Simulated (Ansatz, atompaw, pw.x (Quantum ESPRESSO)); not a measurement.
**Sn: one change to the PAW (atompaw) potential, in the atom and in the diamond crystal**

atompaw 4.2.0.5 input, output lines left out:

```
Sn 50
GGA-PBE scalarrelativistic loggrid 1500 logderivrange -3 5 201
5 5 4 0 0 0
5 1 2
0 0 0
c
c
c
c
v
c
c
c
v
c
c
2
3.00 2.70 2.10 2.15
y
3.95
n
y
3.7
n
y
0.5
n
custom rrkj gramschmidtortho sinc
3 0 ultrasoft
3.00
2.05
3.00
3.00
3.00
```

Change: augmentation sinc compensation charge, radius 2.70 bohr; PAW radius 3.00 bohr; waves and projectors: custom polynom vanderbiltortho.

Cutoffs, loose and tight: the cutoffs (Ry, on a coarse ladder) from which the occupation-weighted sum of valence levels, in a spherical-Bessel basis at the reference potential, stays within 10 and 1 mRy of its value at 400 Ry. They see the waves, projectors and local potential, not the compensation charge or the core.

Crystal test: diamond Sn in pw.x 7.5, no spin, 8³ k-points, Fermi–Dirac smearing 0.01 Ry, cutoffs set for each file from its atomic test. The reference is all-electron LAPW (Ansatz 0.2.0) with the same functional, mesh and smearing; V0 and B0 come from Birch–Murnaghan fits to the pressures at five volumes. Errors are pseudo minus all-electron; Δ is the rms difference of the E(V) curves that follow from these fits, minima aligned, over ±6 % about the mean V0. Mesh and smearing are coarse, so the numbers serve the comparison and aren't converged zero-temperature values; the lattice is a test structure that the element need not adopt.

All-electron: a0 = 6.661 Å (V0 = 36.95 Å³/atom), B0 = 35.1 GPa.

Problem. Does the change bring the crystal closer to the all-electron result?

Solution. The mean pressure error goes from -0.69 to -0.62 GPa, so the change moves the solid closer to the all-electron pressures.

```tsv
quantity	base	changed
outcome (atom)	generated	generated
cutoff, loose (atom)	6 Ry	6 Ry
cutoff, tight (atom)	8 Ry	6 Ry
bound ghosts (atom)	none	none
cutoffs in pw.x (Ry)	40/400	40/400
a0 (Å)	6.618	6.623
a0 error (%)	-0.64	-0.58
B0 error (%)	+5.3	+4.1
Δ (meV/atom)	5.6	5.0
mean pressure error (GPa)	-0.69	-0.62
```

Base: The largest radius (3.00 bohr) exceeds half the bond length (2.72 bohr), so the spheres overlap, which is one possible source of error among others. This is a poor potential for the solid. Changed file: The largest radius (3.00 bohr) exceeds half the bond length (2.72 bohr), so the spheres overlap, which is one possible source of error among others. This is a poor potential for the solid. The atomic cutoffs weigh occupied waves only.
